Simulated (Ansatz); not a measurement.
Job for Ansatz (a first-principles code): R-CCSD(T)/aug-cc-pVDZ on C2H2 (SMILES C#C) with ghost functions.

Ansatz 0.2 input:
```yaml
crystal:
  periodic: [false, false, false]
  atoms:
    - {symbol: C, position_ang: [-0.59699339, -0.09933238, -2.89906182]}
    - {symbol: H, position_ang: [-1.65899839, -0.09928938, -2.90498282]}
    - {symbol: C, position_ang: [0.61484561, -0.09942638, -2.89583282]}
    - {symbol: H, position_ang: [1.67687161, -0.09955538, -2.89602882]}
basis:
  gaussian:
    orbitals: aug-cc-pVDZ
    ghost_atoms:
      - {symbol: C, position_ang: [-0.00696339, 0.08025162, 2.29204418]}
      - {symbol: H, position_ang: [-0.00356939, 0.04651662, 1.22874718]}
      - {symbol: C, position_ang: [-0.01090039, 0.11854162, 3.50350918]}
      - {symbol: H, position_ang: [-0.01416639, 0.15191762, 4.56442118]}
magnetization: {spin_polarized: false}
correlation: {method: ccsd_t, electrons: outside_noble_gas}
scf: {lower_state_search: off}
```

The head of its log:

```
WARN ansatz: RAYON_NUM_THREADS=2 ignored (pool sized by the plan → 2); use --threads N
Functional definition: HF
these checks for a lower state are left out or cut short: stability, starts, cluster_reference, orbital_swaps, neighbouring_geometries, increment
integrals: 0.22 GiB planned
1070 factors; integrals over basis functions are off by at most 1.1e-3 eV
mean field: 0.22 GiB planned
mean field evaluation 1: about -2089.1068 eV, gradient 2.2e1 eV
mean field evaluation 2: about -2089.1070 eV, gradient 2.2e1 eV
mean field evaluation 4: about -2090.5839 eV, gradient 1.6e0 eV
mean field evaluation 8: about -2090.5938 eV, gradient 3.6e-5 eV
mean field -2090.59382056 eV, -76.8279058501 hartree, gradient 1.7e-6 eV, S^2 0.000000; 0 other end points of the search recorded, 0 dependent functions left out
2 core orbitals not correlated
reference -2090.59382056 eV, -76.8279058501 hartree; 5, 5 occupied and 121, 121 virtual orbitals, 1070 factors
```

Task: Give the final energy of this run.

Result: -77.1205 hartree (reference determinant -76.8279, T1 diagnostic 0.012).
